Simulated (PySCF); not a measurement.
# Boron: a sound run and one with changed settings

Sound run: B [He] 2s2 2p1, B⁺ [He] 2s2. Calculation: PySCF 2.14, in x2c-SVPall; the spin-free X2C one-electron Hamiltonian (Gaussian nucleus). In the sound run the correlated levels freeze 1s2. The sound run starts from symmetry-adapted Hartree-Fock orbitals and uses a fine grid where one is needed.

Changed run: initial guess minao, at most 50 SCF cycles.

| species | method | sound run (hartree) | changed run (hartree) | converged |
| --- | --- | --- | --- | --- |
| B | UHF | -24.50721 | -24.50721 | yes |
| B | BP86 | -24.62860 | -24.62860 | yes |
| B | CCSD(T) | -24.56496 | -24.56496 | yes |
| B⁺ | B3LYP | -24.31760 | -24.31760 | yes |
| B⁺ | MP2 | -24.24156 | -24.24156 | yes |

Here the plain start reaches the same solutions.
